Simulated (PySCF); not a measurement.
Compound: C₆H₇ (doublet state).
Structure used (GFN2-xTB), in Å, numbered top down from 1:
```
atom  x, y, z in Å
C1     2.2307    0.7866    0.1756
C2     2.1106   -0.5473   -0.0322
C3     0.8940   -1.2387   -0.1211
C4    -0.3421   -0.6341   -0.0083
C5    -1.4327   -0.1121    0.0882
C6    -2.7305    0.5071    0.2039
H7     1.3601    1.4099    0.2854
H8     3.1928    1.2620    0.2366
H9     3.0105   -1.1408   -0.1385
H10    0.9046   -2.3070   -0.2888
H11   -2.8318    0.9868    1.1789
H12   -3.5173   -0.2393    0.0933
H13   -2.8532    1.2672   -0.5695
```

The hyperfine couplings belong to this conformer and change with its torsions.

Identity: `[CH2]/C=C\C#CC` [radical].

Method used: UKS B3LYP, pcH-1 on C H, non-relativistic, mean-field spin-orbit, GIAO in PySCF 2.14.0. One conformer (not necessarily the lowest) at the GFN2-xTB geometry, without solvent, vibrations or thermal averaging. The geometry wasn't refined by DFT: couplings that depend on bond lengths, twists or pyramidal angles can differ widely from those at the functional's own minimum. No stability test was run, so a lower SCF solution isn't excluded. ⟨S²⟩ is 0.781 where a pure state has 0.75.

The Mulliken spin populations are largest on C3 (+0.60), C1 (+0.55), C5 (+0.33) and C2 (-0.24). Three atoms exceed +0.15. The positive populations add up to 1.52 and the negative ones to -0.52, together 2S = 1. The angles at C3 add up to 360.0°, so it is planar.

Task: McConnell's relation a(H) = Q·ρ ties the coupling of a proton on a planar π carbon to the spin population of that carbon. What Q do the computed values give?

Result: 
```csv
H,C,ρ(C),a(H) (G),a/ρ (G)
H7,C1,+0.550,-11.59,-21.1
H8,C1,+0.550,-12.02,-21.9
H9,C2,-0.242,+3.91,-16.1
H10,C3,+0.599,-14.63,-24.4
```

A least-squares line through the origin gives Q = -22.2 G with Mulliken populations. In McConnell's picture π spin on carbon polarises the C–H bond and leaves opposite spin at the proton, which makes Q negative, as found here. Where ρ is negative the coupling is positive.

Task: Leave H7 and its like out of the fit. How well does the relation then predict its coupling?

Result: The other protons give Q = -23.2 G, so a = -23.2 × 0.550 ≈ -12.78 G, against the computed -11.59 G.

Couplings in gauss use g_iso = 2.0026.
